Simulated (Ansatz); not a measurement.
Geometry optimisation, RKS r2SCAN-D4/def2-SVP (Ansatz 0.2.0).

input.yaml

```yaml
crystal:
  periodic: [false, false, false]
  atoms:
    - { symbol: C, position_ang: [-0.6489, 0.7388, -0.6193] }
    - { symbol: B, position_ang: [0.4878, -0.1745, -0.1929] }
    - { symbol: "N", position_ang: [0.2399, -1.2085, 0.8848] }
    - { symbol: H, position_ang: [-1.4727, 0.1835, -1.0038] }
    - { symbol: H, position_ang: [-0.3507, 1.4535, -1.4575] }
    - { symbol: H, position_ang: [-1.028, 1.4044, 0.237] }
    - { symbol: H, position_ang: [1.5689, -0.083, -0.724] }
    - { symbol: H, position_ang: [1.2197, -1.6884, 1.0355] }
    - { symbol: H, position_ang: [0.0725, -0.6721, 1.823] }
basis:
  gaussian: { orbitals: def2-SVP }
hamiltonian:
  xc: r2scan
  dispersion: d4
relax:
  f_tol: 0.015
  max_steps: 40
```

Command:

```bash
$ ansatz run input.yaml --threads 1 --pin off --max-ram 2048MiB --backend cpu --events-out ev --progress --plain --runs-dir out
```

Q: Where does it end, and by what steps?

A: The forces met the threshold. After 8 steps the energy has fallen by 1.114 eV; H7 moved furthest, 0.74 Å.

```tsv
step	energy less start (eV)	largest force component (eV/Å)	accepted
0	0.0000	3.398	yes
1	-0.5498	2.209	yes
2	-0.8650	1.248	yes
3	-1.0267	0.666	yes
4	-1.0961	0.206	yes
5	-1.1126	0.069	yes
6	-1.1140	0.016	yes
7	-1.1140	0.025	yes
8	-1.1142	0.006	yes
```

```xyz
9
Properties=species:S:1:pos:R:3
C -0.669 0.761 -0.592
B 0.459 -0.283 -0.255
N 0.596 -0.847 1.015
H -1.295 0.392 -1.423
H -0.223 1.702 -0.957
H -1.334 1.004 0.254
H 1.257 -0.636 -1.102
H 1.315 -1.520 1.252
H -0.016 -0.620 1.792
```

Time of the run: 28 s on 1 thread of Arm Neoverse V2, with other jobs on the host, peak memory 0.14 GiB.
